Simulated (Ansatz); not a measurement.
`F[BH][AlH2]` + H₂S → `[AlH2][SH]` + `BF` at 700 K and 1 bar (cleavage of the Al–B bond).

Gas-phase electronic energies from Ansatz, PBE0-D4/def2-TZVP geometries. CCSD(T)/CBS is the MP2 limit (def2-TZVPP, def2-QZVPP) plus CCSD(T) − MP2 in def2-TZVPP, frozen cores. This one scheme is used for every species.

```csv
species,CCSD(T)/CBS energy (Eh),H − E (kJ/mol),S (J/(mol·K))
`F[BH][AlH2]`,-368.40257,123.8,369.3
H₂S,-398.97279,64.8,236.9
`[AlH2][SH]`,-641.61836,102.7,330.6
`BF`,-125.82039,88.4,262.0
```

H − E and S are ideal-gas, rigid-rotor, harmonic terms from PBE0-D4/def2-TZVP. 1 Eh = 2625.50 kJ/mol, R = 8.31446 J/(mol·K).

Problem. By hand: ΔE, ΔH, ΔS and ΔG.

Solution. ΔE = (-641.61836) + (-125.82039) − (-368.40257) − (-398.97279) = -0.06339 Eh = -166.4 kJ/mol. Δ(H − E) = 102.7 + 88.4 − 123.8 − 64.8 = 2.5, so ΔH = -163.9 kJ/mol. ΔS = 330.6 + 262.0 − 369.3 − 236.9 = -13.6 J/(mol·K). ΔG = -163.9 − 700 × (-13.6)/1000 = -154.4 kJ/mol.

Problem. By hand: the equilibrium constant, and the temperature at which ΔG would vanish if ΔH and ΔS stayed fixed.

Solution. log₁₀ K = −ΔG/(RT ln 10) = 11.5. ΔG = 0 at ΔH/ΔS = 12051 K, far beyond where these terms or the molecules hold.

The number of gas molecules stays the same, so ΔS is small and ΔH decides. A doubt of 5 kJ/mol in ΔE shifts log₁₀ K by 0.4 here. These are equilibria of isolated gas molecules and say nothing of rates. Largest T1 diagnostic: 0.014 (customary marks: 0.02 for closed shells, 0.045 for open ones).
